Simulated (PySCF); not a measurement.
acetic acid (C2H4O2), SMILES O=C(O)C. Atoms are numbered in the order given.

```xyz
8

C      0.1104     1.3881     0.0000
C     -0.1217    -0.0928     0.0000
O      1.0340    -0.7765     0.0000
O     -1.1928    -0.6378     0.0000
H     -0.8514     1.9116     0.0000
H      0.6983     1.6735     0.8846
H      0.6983     1.6735    -0.8846
H      0.7927    -1.7156     0.0000
```
Charge 0, spin multiplicity 1.

Geometry optimised at PBE0-D3(BJ)/def2-SVP. Other conformers were not sampled.

These are B3LYP/pcJ-1 in PySCF values and carry that method's errors.

Isotropic couplings with Fermi-contact, spin-dipole and both spin-orbit terms, one fixed conformer, no vibrational averaging. Isotopes: 13C, 1H.

| pair | bonds apart | J (Hz) |
|---|---|---|
| C1–C2 | 1 | … |
| C1–H5 | 1 | … |
| C1–H6 | 1 | … |
| C1–H7 | 1 | … |
| C2–H5 | 2 | -4.6 |
| C2–H6 | 2 | -6.8 |
| C2–H7 | 2 | -6.8 |
| C2–H8 | 2 | -6.4 |
| H5–H6 | 2 | -12.9 |
| H5–H7 | 2 | -12.9 |
| H6–H7 | 2 | -19.7 |
| C1–H8 | 3 | 7.2 |
| H5–H8 | 4 | … |
| H6–H8 | 4 | … |
| H7–H8 | 4 | … |

### Question
What belongs in the gaps? (An estimate is asked for; the answer gives what the named calculation found.)

### Answer

- C1–C2, J (Hz): 62.9
- C1–H5, J (Hz): 143.5
- C1–H6, J (Hz): 133.4
- C1–H7, J (Hz): 133.4
- H5–H8, J (Hz): 3.9
- H6–H8, J (Hz): -0.4
- H7–H8, J (Hz): -0.4
